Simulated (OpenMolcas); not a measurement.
## How basis sets differ on CH2BN (SMILES BC#N)

CH2BN has 5 atoms, charge 0, and is taken as a singlet. As SMILES, `BC#N`. Geometry: relaxed at PBE0-D4/def2-TZVP.

Each level gives the dipole moment (D). The values are calculated.

```csv
level,kind,program,value (D),CPU time
HF/ANO-RCC-MB (DKH2),Hartree–Fock,OpenMolcas,2.14,2.1 s
HF/ANO-XS-MB (DKH2),Hartree–Fock,OpenMolcas,1.52,2.5 s
HF/STO-3G,Hartree–Fock,OpenMolcas,2.30,2.6 s
HF/3-21G,Hartree–Fock,OpenMolcas,2.73,2.6 s
HF/def2-TZVP,Hartree–Fock,OpenMolcas,3.07,21 s
```

The values span 1.52 to 3.07 D. Magnitudes only. Sets without polarisation functions give poor dipoles. Times are those of the runs behind each value, whatever else they computed, on shared processors of several kinds: orders of magnitude only.
